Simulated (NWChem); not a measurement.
Correlation energy of chloromethane (CH₃Cl)

```
C
H 1 1.1057
H 1 1.1057 2 109.81
H 1 1.1057 2 109.81 3 -120.84
Cl 1 1.7911 2 109.13 3 119.58
```
Charge 0, spin multiplicity 1.

The numbers come from NWChem runs, not from measurements. All single points use one geometry, from PBE/def2-SVP, a minimum by its harmonic frequencies.

Basis set: def2-SVP. Each correlation energy counts from its own Hartree-Fock reference.

```csv
method,correlation energy (mHa),difference from CCSD(T)
CR-CCSD(T),-319.8,+1.3
SCS-MP2,-283.7,+37.4
CCSD,-314.0,+7.1
MP2,-283.8,+37.3
CCSD+T(CCSD),-321.3,-0.2
CCSD(T),-321.1,0.0
CR-CCSD[T],-320.0,+1.1
```

The values span 37.6 mHa, from CCSD+T(CCSD) (lowest) to SCS-MP2 (highest). 

The correlated methods keep 6 core orbitals frozen. Coupled-cluster values serve here as a point of comparison, not as the truth.
